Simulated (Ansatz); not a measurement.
in.yaml

```yaml
crystal:
  periodic: [false, false, false]
  atoms:
    - {symbol: Ge, position_ang: [0.000000, 0.000000, 0.000000]}
    - {symbol: B, position_ang: [0.000000, 0.000000, 2.004000]}
basis:
  gaussian: {orbitals: cc-pVDZ, fitting: {mean_field: def2-universal-jkfit}}
total_charge: 1
magnetization: {spin_polarized: false, initial_magnetization: 2}
correlation: {active_space: {ras: {orbitals: [17, 2, 22], electrons: 36, max_holes: 2, max_particles: 2}, fixed_orbitals: true}}
```

```sh
$ ansatz run in.yaml --threads 1 --pin off --events-out ev --progress --plain --max-ram 2393MiB
```

Problem. Roughly how long does this take on 1 thread of Arm Neoverse V1, shared host, and how much host memory?

Solution. 1.9 min wall and 0.38 GiB.

```
341 factors; integrals over basis functions are off by at most 3.8e-2 eV
mean field evaluation 1: about -57131.8957 eV, gradient 5.0e0 eV
mean field evaluation 2: about -57132.0471 eV, gradient 1.3e0 eV
mean field evaluation 4: about -57132.1027 eV, gradient 9.4e-1 eV
mean field evaluation 8: about -57132.1378 eV, gradient 1.2e-6 eV
mean field evaluation 16: about -57132.9689 eV, gradient 4.7e-5 eV
mean field evaluation 32: about -57132.1378 eV, gradient 1.0e-3 eV
mean field -57132.96891002 eV, -2099.5978813260 hartree, gradient 1.7e-6 eV, S^2 2.000000; 9 other end points of the search recorded, 0 dependent functions left out
reference -57132.96891002 eV, -2099.5978813260 hartree; 19, 17 occupied and 22, 24 virtual orbitals, 341 factors
state -57136.62816914 eV, -2099.7323566182 hartree
Total energy: -57136.62816914 eV, -2099.7323566182 hartree
```
